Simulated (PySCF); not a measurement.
NH at PBE

Level: PBE. basis H jorge-DZP-DKH, N jorge-DZP-DKH; spin-free X2C with a Gaussian nucleus; PySCF 2.14.

* state: ³Σ⁻ (triplet), unpaired electrons π ↑↑
* bond length: 1.071 Å
* harmonic wavenumber: 3092 cm⁻¹
* force constant: 5.30 mdyn/Å
* rotational constant Be: 15.64 cm⁻¹
* anharmonicity ωexe: 69.9 cm⁻¹
* vibration–rotation constant αe: 0.598 cm⁻¹
* well depth De to H + N: 3.62 eV
* dissociation energy D0: 3.43 eV
* bond order (Mayer): 0.97
* dipole moment (positive dipole means H(−)N(+)): -1.55 D

The state is the lowest determinant that a PBE0 search found; another state may lie lower at other levels.
